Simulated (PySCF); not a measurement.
## Worked example: entropy of an ideal gas

allene cation (C₃H₄), SMILES C=C=C (connectivity only; charge and spin as stated), charge +1, multiplicity 2.

Geometry: TPSSh-D3(BJ)/def2-TZVP. The multiplicity is an assumed one; other spin states were not compared.

TPSSh-D3(BJ)/def2-TZVP in PySCF 2.14.0 gives the harmonic wavenumbers 318, 338, 782, 804, 907, 927, 1000, 1066, 1362, 1404, 1613, 3061, 3077, 3154, 3157 cm⁻¹ and the rotational temperatures 6.8567, 0.4309, 0.4139 K. The molar mass is 40.07 g/mol, the symmetry number 1, the spin multiplicity 2.

Work out the entropy at 298.15 K and 1 atm in the rigid-rotor, harmonic-oscillator model.


Translation (Sackur–Tetrode at 1 atm): S = R[1.5 ln M + 2.5 ln T − 1.16487] = 154.8 J/(mol K).
Rotation: q = (√π/σ) T^1.5/√(θA θB θC) = 8250, S = R[ln q + 3/2] = 87.5 J/(mol K).
Vibration: with u = 1.4388 ν/T, each mode gives R[u/(e^u − 1) − ln(1 − e^−u)]:
| ν (cm⁻¹) | modes | u | S (J/(mol K)) |
|---|---|---|---|
| 318 | 1 | 1.53 | 5.52 |
| 338 | 1 | 1.63 | 5.11 |
| 782 | 1 | 3.77 | 0.93 |
| 804 | 1 | 3.88 | 0.85 |
| 907 | 1 | 4.38 | 0.57 |
| 927 | 1 | 4.47 | 0.52 |
| 1000 | 1 | 4.83 | 0.39 |
| 1066 | 1 | 5.14 | 0.30 |
| 1362 | 1 | 6.57 | 0.09 |
| 1404 | 1 | 6.78 | 0.07 |
| 1613 | 1 | 7.78 | 0.03 |
The stiffer modes add less than 0.005 each. Sum 14.4 J/(mol K).
Spin: R ln 2 = 5.8 J/(mol K).
Total 262.4 J/(mol K); the program's own thermochemistry gives 262.4. Translation makes up 59 % and vibration 5 %. Anharmonicity, hindered rotation and orbital degeneracy are left out.
